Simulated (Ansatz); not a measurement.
# CHBSi (quintet): wave-function methods side by side, def2-TZVPP

An exercise on one series of results from a longer session: the logs are not shown, and one member is left open.

Computed with Ansatz 0.2.0, Gaussian basis. Level: def2-TZVPP, core rule «outside noble gas», up to 7 orbitals frozen.

Plan: UHF; ROHF; CCSD(T) on UHF.

2 further runs of the same task are left out: 2 set aside as unsound or not needed.

## The system

The geometry is a PBE0/def2-TZVP stationary point (not a proven minimum) of the parent state, kept for this charge and spin.

4 atoms, charge 0, spin multiplicity 5.

Atoms are counted from 1 here; the program's logs count them from 0.

Bond lengths: B1–C2 1.470 Å, B1–Si3 2.018 Å, C2–Si3 1.745 Å, C2–H4 1.084 Å. Angles: C2–B1–Si3 57.5°, B1–C2–Si3 77.2°, B1–C2–H4 130.2°, Si3–C2–H4 152.6°, B1–Si3–C2 45.3°.

Geometry (Å):

```
B     0.0000   -0.9058    0.9676
C     0.0000    0.5612    0.8684
Si    0.0000    0.0615   -0.8030
H     0.0000    1.3150    1.6480
```

The first run:

The input, in.yaml:

```yaml
crystal:
  periodic: [false, false, false]
  atoms:
    - {symbol: B, position_ang: [0.000000, -0.905839, 0.967609]}
    - {symbol: C, position_ang: [0.000000, 0.561227, 0.868427]}
    - {symbol: Si, position_ang: [0.000000, 0.061485, -0.802988]}
    - {symbol: H, position_ang: [0.000000, 1.315005, 1.647998]}
basis:
  gaussian: {orbitals: def2-TZVPP}
magnetization: {spin_polarized: true, initial_magnetization: 4}
hamiltonian: {xc: hf}
output: {orbitals: {seedname: orbitals}}
```

Run with:

```
$ ansatz run in.yaml --threads 1 --pin off --events-out ev --progress --plain --max-ram 4096MiB --backend cpu
```

Steps of the session up to this table: UHF; ROHF; CCSD(T) on UHF.

One of the session's tables, all rows but one given; the rest of the session is left out.

| method | from UCCSD(T) (kJ/mol) |
| --- | --- |
| ROHF | +879.7 |
| UHF | +856.1 |
| UMP2 | ? |
| UCCSD | +51.2 |
| UCCSD(T) | 0 |

Q: Estimate the row for UMP2 from the others.

**Answer.** from UCCSD(T) (kJ/mol): +117.3. In the column «from UCCSD(T) (kJ/mol)» it lies between UCCSD (+51.2) and UHF (+856.1).

Caveats from the session: Warnings: coupled cluster took another determinant than the lowest.
